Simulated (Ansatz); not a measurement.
# BFH5N: a nudged elastic band in two tries

Wanted: a band of images between two relaxed ends, and a check that the input is sound.

All numbers below are computed with Ansatz 0.2.0 (RKS PBE/def2-SVP).

## (1) The system as given

Bond lengths: B1–F2 1.352 Å, B1–N3 1.400 Å, N3–H4 1.021 Å, N3–H5 1.019 Å, B1–H6 1.217 Å. Angles: F2–B1–N3 119.3°, F2–B1–H6 119.1°, N3–B1–H6 121.6°, B1–N3–H4 122.9°, B1–N3–H5 122.5°, H4–N3–H5 114.5°.

Structure file:

```xyz
8

B     0.1116   -0.3058   -0.5019
F     0.0550    0.0491    0.8011
N     1.3591   -0.5075   -1.1040
H     2.2418   -0.3991   -0.6017
H     1.4589   -0.7759   -2.0820
H    -0.9263   -0.4400   -1.1239
H    -0.1454    2.7841    2.5029
H    -0.1209    2.1207    2.1135
```

## (2) The run

The input, input.yaml:

```yaml
crystal:
  periodic: [false, false, false]
  atoms:
    - { symbol: B, position_ang: [0.111603, -0.305791, -0.501862] }
    - { symbol: F, position_ang: [0.055017, 0.049054, 0.801056] }
    - { symbol: "N", position_ang: [1.359115, -0.507513, -1.103951] }
    - { symbol: H, position_ang: [2.241817, -0.399067, -0.601658] }
    - { symbol: H, position_ang: [1.458882, -0.775941, -2.081958] }
    - { symbol: H, position_ang: [-0.926339, -0.440015, -1.123855] }
    - { symbol: H, position_ang: [-0.14538, 2.784084, 2.502893] }
    - { symbol: H, position_ang: [-0.120914, 2.120688, 2.113536] }
basis:
  gaussian: { orbitals: def2-SVP }
hamiltonian:
  xc: pbe
neb:
  order_check: false
  images: 7
  f_tol: 0.03
  max_iterations: 8
  final_atoms:
    - { symbol: B, position_ang: [0.06501103, 0.46365379, -0.41747081] }
    - { symbol: F, position_ang: [0.07413134, 0.33184176, 2.33306406] }
    - { symbol: "N", position_ang: [1.24974086, -0.07472322, -0.90514076] }
    - { symbol: H, position_ang: [1.29159073, -0.96652167, -1.40046894] }
    - { symbol: H, position_ang: [2.16483804, 0.35751854, -0.77165182] }
    - { symbol: H, position_ang: [-0.99682517, -0.09147002, -0.5968973] }
    - { symbol: H, position_ang: [0.12230811, 1.55507285, 0.14452043] }
    - { symbol: H, position_ang: [6.06300608, 6.95012696, 7.61824615] }
  initial_path: idpp
```

Started as:

```
ansatz run input.yaml --threads 1 --pin off --max-ram 2048MiB --backend cpu --events-out ev --progress --plain --runs-dir out
```

Q: Predict the outcome of this session. Wanted: first try.

As calculated:

| quantity | value |
| --- | --- |
| first try | not converged |
| cause | one atom of the second end is shifted by 6 along every axis, far from where it belongs |

What this shows: The program did not catch the first fault at the input check, so it cost a run.
